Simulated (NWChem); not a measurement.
System: methanethiol (CH4S); SMILES SC

Program: NWChem. Pople sets run with spherical d functions. The geometry was optimised at PBE0/def2-SVP. Ions are spin-unrestricted doublets at the neutral geometry; other ion states weren't tried. Functional: LC-ωPBE (HJS hole) with 6-31G*; rows give the range parameter ω in 1/bohr.

Task: At which range parameter does −ε(HOMO) equal the ΔSCF ionisation energy (optimal tuning)?

Result: about 0.42 per bohr, by linear interpolation in these runs:
| range parameter (1/bohr) | vertical ionisation energy, ΔSCF (eV) | −ε(HOMO) (eV) | ΔSCF minus −ε(HOMO) (eV) |
|---|---|---|---|
| 0.05 | 9.26 | 6.15 | 3.11 |
| 0.10 | 9.28 | 6.87 | 2.41 |
| 0.25 | 9.39 | 8.55 | 0.84 |
| 0.50 | 9.52 | 9.93 | -0.41 |
| 0.80 | 9.53 | 10.47 | -0.94 |
